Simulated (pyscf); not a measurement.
Elementary routes open to P≡P + silane (SiH₄) in the gas phase (singlet surface):
A. HP=PH + silylene (SiH₂) [singlet] (H–Si, H–Si broken; H–P, H–P formed)
B. H₃Si–P=PH (H–Si broken; P–Si, H–P formed)

Structures and frequencies: ωB97X-D3(BJ)/def2-SVP in PySCF. Correlated levels are frozen-core, on RHF or UHF. ΔMP2 is the change of the MP2 total energy from the triple- to the quadruple-zeta basis.

Q: Rank the routes by free-energy barrier at 600 K, lowest first, for CCSD(T)/def2-TZVPP + ΔMP2(QZVPP) energies (ideal gas, 1 atm, RRHO with modes under 100 cm⁻¹ raised to 100, one conformer, R ln 2 for chiral ones without a mode under 150 cm⁻¹).

A: B (60.9 kcal/mol), A (66.2 kcal/mol)

Route B is the fastest of these, ahead of the next by 5.3 kcal/mol. The most stable products are those of B (ΔG = +10.6 kcal/mol), so kinetics and thermodynamics agree. At 1200 K B is still the fastest. A: On the product side the descent ends in an adduct with a H–Si contact, 8.5 kcal/mol under the separated species and 8.7 kcal/mol under the saddle at ωB97X-D3(BJ)/def2-TZVP. Only these routes are compared; each barrier is that of the saddle found, and lower ones may exist. The CCSD(T) − MP2 part came from Ansatz, without density fitting, on the same reference.
